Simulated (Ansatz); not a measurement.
A made-up structure of C₂H₄Al (charge -1), singlet:

```
7
angstrom
C -1.0906 -0.3059 -1.1405
C -0.1970 -0.0545 -0.2050
Al 1.0404 0.2922 1.0882
H 1.1633 -0.1111 2.5486
H -0.8437 -0.3989 -2.2105
H 1.4244 1.7982 1.5372
H 1.8311 -0.8850 1.8670
```

It is relaxed with PBE-D4/def2-SVPD and then PBE0-D4/def2-TZVPD (Ansatz 0.2.0). Atoms count as bonded within 1.22 times the sum of their covalent radii (H–H: 0.88 Å). The end point is not checked to be a true minimum.

Q: Does its bonding change? (Judge from chemistry; the calculation decides.)

A: By the calculation: No: no bond forms or breaks.

Where it ends: The first stage lowers the energy by 3.15 eV in 9 steps. It ends as C₂H₄Al ([CH][C][AlH3]), total charge -1:
```
7
angstrom
C -0.7053 -0.2739 -1.1822
C -0.0142 -0.0854 -0.1977
Al 1.1221 0.2241 1.4184
H 0.2057 -0.0468 2.7455
H -1.3099 -0.4389 -2.0440
H 1.6472 1.7724 1.3830
H 2.3822 -0.8167 1.3620
```

Labels in which every atom is bracketed show which atoms are joined, not bond orders.

For scale, one of the runs: PBE0-D4/def2-TZVPD relaxation, 153 basis functions, launched by `ansatz run in.yaml --threads 2 --pin off --events-out ev --progress --plain --max-ram 4352MiB`. Hardware: 2 CPU threads of an Intel Xeon Platinum 8488C, shared host. Wall time about 11 s.
